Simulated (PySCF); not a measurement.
PySCF job for chloroform (CHCl₃), SMILES C(Cl)(Cl)Cl, TPSSh-D3(BJ)/def2-SVP. 

```python
import numpy as np
from pyscf import gto, scf, dft
from pyscf.geomopt import geometric_solver

mol = gto.M(
    atom='''
    Cl   -1.45096356    0.83771420   -0.08742883
    C    -0.00000000    0.00000000    0.48107281
    Cl    0.00000000   -1.67542840   -0.08742883
    Cl    1.45096356    0.83771420   -0.08742883
    H     0.00000000   -0.00000001    1.57243346
    ''',
    basis='def2-SVP',
    charge=0,
    spin=0,
    max_memory=1600,
    verbose=3,
)
mf = dft.RKS(mol, xc='tpssh').density_fit(auxbasis='def2-universal-jkfit')
mf.disp = 'd3bj'
mf.grids.level = 4
mf.conv_tol = 1e-9
mf.max_cycle = 100
mf.kernel()
grad = mf.nuc_grad_method()
grad.grid_response = mol.nao <= 150
conv, mol_eq = geometric_solver.kernel(grad, convergence_set='GAU_TIGHT', maxsteps=100)
print(mol_eq.tostring(format='xyz'))
mf.reset(mol_eq)
mf.kernel()
```

Output:

```
converged SCF energy = -1418.88081044824
[banner and settings of the optimiser left out]
Geometry optimization cycle 1
Cartesian coordinates (Angstrom)
 Atom        New coordinates             dX        dY        dZ
  Cl  -1.450964   0.837714  -0.087429    0.000000  0.000000  0.000000
   C   0.000000   0.000000   0.481073    0.000000  0.000000  0.000000
  Cl   0.000000  -1.675428  -0.087429    0.000000  0.000000  0.000000
  Cl   1.450964   0.837714  -0.087429    0.000000  0.000000  0.000000
   H   0.000000  -0.000000   1.572433    0.000000  0.000000  0.000000

WARN: Mole.unit (angstrom) is changed to Bohr

converged SCF energy = -1418.88081044782
--------------- DFRKS_Scanner gradients ---------------
         x                y                z
0 Cl     0.0058226075    -0.0033631275    -0.0009108272
1 C     0.0000000000     0.0000068490     0.0042257071
2 Cl    -0.0000000000     0.0067192428    -0.0009091050
3 Cl    -0.0058226075    -0.0033631275    -0.0009108272
4 H     0.0000000000     0.0000001632    -0.0014949478
----------------------------------------------
cycle 1: E = -1418.88081045  dE = -1418.88  norm(grad) = 0.0125759
Step    0 : Gradient = 5.624e-03/6.785e-03 (rms/max) Energy = -1418.8808104478
Hessian Eigenvalues: 5.00000e-02 5.00000e-02 5.00000e-02 ... 2.86966e-01 2.86966e-01 3.46559e-01

Geometry optimization cycle 2
Cartesian coordinates (Angstrom)
 Atom        New coordinates             dX        dY        dZ
  Cl  -1.472468   0.850149  -0.071782   -0.021504  0.012434  0.015647
   C  -0.000000  -0.000010   0.456507   -0.000000 -0.000010 -0.024566
  Cl  -0.000000  -1.700248  -0.071873   -0.000000 -0.024819  0.015556
  Cl   1.472468   0.850149  -0.071782    0.021504  0.012434  0.015647
   H  -0.000000  -0.000039   1.550150   -0.000000 -0.000039 -0.022284
converged SCF energy = -1418.88119971517
--------------- DFRKS_Scanner gradients ---------------
         x                y                z
0 Cl    -0.0009359121     0.0005414034     0.0009416767
1 C    -0.0000000000    -0.0000012916    -0.0033108546
2 Cl     0.0000000000    -0.0010825412     0.0009409586
3 Cl     0.0009359121     0.0005414034     0.0009416767
4 H     0.0000000000     0.0000010259     0.0004865428
----------------------------------------------
cycle 2: E = -1418.88119972  dE = -0.000389267  norm(grad) = 0.00416742
Step    1 : Displace = 2.714e-02/2.934e-02 (rms/max) Trust = 1.000e-01 (=) Grad = 1.864e-03/3.311e-03 (rms/max) E (change) = -1418.8811997152 (-3.893e-04) Quality = 0.669
Hessian Eigenvalues: 5.00000e-02 5.00000e-02 5.00000e-02 ... 2.86966e-01 3.01867e-01 3.48092e-01

Geometry optimization cycle 3
Cartesian coordinates (Angstrom)
 Atom        New coordinates             dX        dY        dZ
  Cl  -1.468001   0.847565  -0.076991    0.004467 -0.002583 -0.005209
   C  -0.000000  -0.000007   0.464588   -0.000000  0.000003  0.008081
  Cl  -0.000000  -1.695081  -0.077079   -0.000000  0.005167 -0.005206
  Cl   1.468001   0.847565  -0.076991   -0.004467 -0.002583 -0.005209
   H  -0.000000  -0.000042   1.557693   -0.000000 -0.000003  0.007543
converged SCF energy = -1418.88125214101
--------------- DFRKS_Scanner gradients ---------------
         x                y                z
0 Cl     0.0000014002    -0.0000009738     0.0000210961
1 C    -0.0000000000     0.0000006775    -0.0001035563
2 Cl     0.0000000000     0.0000011942     0.0000216469
3 Cl    -0.0000014002    -0.0000009738     0.0000210961
4 H     0.0000000000     0.0000000759     0.0000397172
----------------------------------------------
cycle 3: E = -1418.88125214  dE = -5.24258e-05  norm(grad) = 0.000116909
Step    2 : Displace = 7.530e-03/8.081e-03 (rms/max) Trust = 1.000e-01 (=) Grad = 5.228e-05/1.036e-04 (rms/max) E (change) = -1418.8812521410 (-5.243e-05) Quality = 1.014
Hessian Eigenvalues: 5.00000e-02 5.00000e-02 5.00000e-02 ... 2.86966e-01 3.01497e-01 3.47309e-01

Geometry optimization cycle 4
Cartesian coordinates (Angstrom)
 Atom        New coordinates             dX        dY        dZ
  Cl  -1.467958   0.847543  -0.077067    0.000044 -0.000022 -0.000076
   C  -0.000000  -0.000008   0.464740    0.000000 -0.000002  0.000152
  Cl  -0.000000  -1.695028  -0.077174    0.000000  0.000053 -0.000095
  Cl   1.467958   0.847543  -0.077067   -0.000044 -0.000022 -0.000076
   H  -0.000000  -0.000050   1.557787   -0.000000 -0.000008  0.000094
converged SCF energy = -1418.88125215751
--------------- DFRKS_Scanner gradients ---------------
         x                y                z
0 Cl     0.0000017461    -0.0000011033     0.0000007408
1 C     0.0000000000     0.0000003330    -0.0000032766
2 Cl    -0.0000000000     0.0000016186     0.0000012389
3 Cl    -0.0000017461    -0.0000011033     0.0000007408
4 H    -0.0000000000     0.0000002551     0.0000005560
----------------------------------------------
cycle 4: E = -1418.88125216  dE = -1.65053e-08  norm(grad) = 5.00061e-06
Step    3 : Displace = 1.093e-04/1.522e-04 (rms/max) Trust = 1.414e-01 (+) Grad = 2.236e-06/3.293e-06 (rms/max) E (change) = -1418.8812521575 (-1.651e-08) Quality = 1.024
Hessian Eigenvalues: 4.99299e-02 5.00000e-02 5.00000e-02 ... 2.86966e-01 3.07580e-01 3.47943e-01

Geometry optimization cycle 5
Cartesian coordinates (Angstrom)
 Atom        New coordinates             dX        dY        dZ
  Cl  -1.467960   0.847548  -0.077062   -0.000002  0.000004  0.000004
   C   0.000000  -0.000009   0.464743    0.000000 -0.000001  0.000004
  Cl   0.000000  -1.695027  -0.077189    0.000000  0.000001 -0.000015
  Cl   1.467960   0.847548  -0.077062    0.000002  0.000004  0.000004
   H   0.000000  -0.000059   1.557790    0.000000 -0.000009  0.000003
converged SCF energy = -1418.88125215661
--------------- DFRKS_Scanner gradients ---------------
         x                y                z
0 Cl     0.0000023979    -0.0000015659     0.0000005124
1 C     0.0000000000     0.0000006101     0.0000038623
2 Cl    -0.0000000000     0.0000023156     0.0000010001
3 Cl    -0.0000023979    -0.0000015659     0.0000005124
4 H    -0.0000000000     0.0000002061    -0.0000058872
----------------------------------------------
cycle 5: E = -1418.88125216  dE = 8.99263e-10  norm(grad) = 8.56057e-06
Step    4 : Displace = 3.299e-06/3.686e-06 (rms/max) Trust = 2.000e-01 (+) Grad = 3.828e-06/5.891e-06 (rms/max) E (change) = -1418.8812521566 (+8.993e-10) Quality = -22.699
Hessian Eigenvalues: 4.99299e-02 5.00000e-02 5.00000e-02 ... 2.86966e-01 3.07580e-01 3.47943e-01
Converged! =D

5
XYZ from PySCF
Cl         -1.46796005        0.84754759       -0.07706243
C           0.00000000       -0.00000939        0.46474340
Cl          0.00000000       -1.69502665       -0.07718855
Cl          1.46796005        0.84754759       -0.07706243
H           0.00000000       -0.00005915        1.55778979
converged SCF energy = -1418.88125215759
```

The run converged.

Cost: about 60 core-seconds (a rough figure).
